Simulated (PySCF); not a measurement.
Geometries of 2 isomers of C5H8O, from PBE0-D3(BJ)/def2-SVP geometry optimisation, gas phase (PySCF). One conformer each, no zero-point energy, no frequencies.

Problem. Which is lower in electronic energy at this level?
A.
```xyz
14
angstrom
O     -0.400    2.522   -0.091
C     -0.212    1.336   -0.048
C      1.141    0.641   -0.135
C      0.868   -0.806    0.264
C     -0.575   -1.050   -0.202
C     -1.285    0.265    0.105
H      1.464    0.711   -1.190
H      1.896    1.174    0.461
H      0.925   -0.909    1.361
H      1.584   -1.522   -0.165
H     -0.587   -1.239   -1.289
H     -1.038   -1.922    0.282
H     -2.164    0.497   -0.513
H     -1.616    0.301    1.159
```
B.
```xyz
14
angstrom
C      2.405    0.645   -0.443
C      1.260    0.397   -0.136
C     -0.150    0.136    0.220
C     -1.005    0.151   -1.051
C     -0.271   -1.199    0.947
O     -0.609    1.114    1.133
H      3.423    0.862   -0.707
H     -0.924    1.125   -1.557
H     -0.686   -0.627   -1.759
H     -2.058   -0.018   -0.779
H     -1.324   -1.364    1.219
H      0.075   -2.026    0.313
H      0.328   -1.176    1.868
H     -0.463    1.979    0.734
```

Solution. A. That is `O=C1CCCC1` (cyclopentanone), 54.8 kcal/mol below the other.

| SMILES | atoms numbered as above | E (Eh) | relative (kcal/mol) | relative (kJ/mol) | dipole (D) |
| --- | --- | --- | --- | --- | --- |
| O=C1CCCC1 | [O:1]=[C:2]1[CH2:3][CH2:4][CH2:5][CH2:6]1 | -270.07321 | 0.0 | 0.0 | 2.87 |
| C#CC(C)(C)O | [CH:1]#[C:2][C:3]([CH3:4])([CH3:5])[OH:6] | -269.98585 | 54.8 | 229.4 | 1.30 |

As drawn, the lower has a C=O bond, which the higher lacks; the higher has a C≡C bond and an O–H bond, which the lower lacks.
